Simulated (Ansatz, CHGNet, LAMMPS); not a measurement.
## TO phonon frequency at L of 3C-SiC: levels of theory against measurement

Reference value: 766 cm⁻¹ (measured, temperature not stated, not corrected to a static lattice; as tabulated in Wang et al. (1996), arXiv:mtrl-th/9510002).

**Question.** Put these levels in order of the TO phonon frequency at L that they give for 3C-SiC, smallest first: CHGNet-r²SCAN (CHGNet), Gao–Weber SiC.gw (LAMMPS), LDA (Ansatz, a program for electronic structure), PBE (Ansatz), Tersoff SiC.tersoff (LAMMPS).

**Answer.** CHGNet-r²SCAN (263 cm⁻¹), PBE (748 cm⁻¹), LDA (772 cm⁻¹), Gao–Weber SiC.gw (885 cm⁻¹), Tersoff SiC.tersoff (932 cm⁻¹)

Unless a cell is named, each level is at its own relaxed cell (Gao–Weber SiC.gw 10.36, Tersoff SiC.tersoff 10.09, CHGNet-r²SCAN 10.32, LDA 10.14, PBE 10.50 Å³/atom).

Differences against the reference: Gao–Weber SiC.gw +15.5 %, Tersoff SiC.tersoff +22 %, CHGNet-r²SCAN -66 %, LDA +0.8 %, PBE -2.3 %.

The measured value isn't corrected to a static lattice, so vibrations enter the comparison.  Each level is taken at its own relaxed cell. Ansatz's density-functional and Hartree–Fock values are scalar-relativistic unless marked +SOC, with PAW data made under PBE.

Empirical potentials (Gao–Weber SiC.gw, Tersoff SiC.tersoff) are fitted to chosen data, which need not cover the solid at hand: agreement can be built in, and what lay outside the fit can be far off. Machine-learned potentials (CHGNet-r²SCAN) are trained on DFT data, which may include these solids.

Differences are worked out from the printed values.
